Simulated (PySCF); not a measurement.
**H2N, SMILES `[NH2]` (charge 0, multiplicity 2)**

The numbers are results of PBE-D3(BJ)/def2-TZVP // PBE0-D3(BJ)/def2-TZVP run with PySCF 2.14.0, not measurements.

The highest occupied spin orbital is -7.06 eV and the dipole moment is 1.91 D. The total energy is -55.8292 Ha. The cost is roughly 13 core-seconds.

```xyz
3

N     -0.0005     0.4257     0.0000
H      0.8044    -0.2119     0.0000
H     -0.8039    -0.2138     0.0000
```
Charge 0, spin multiplicity 2.
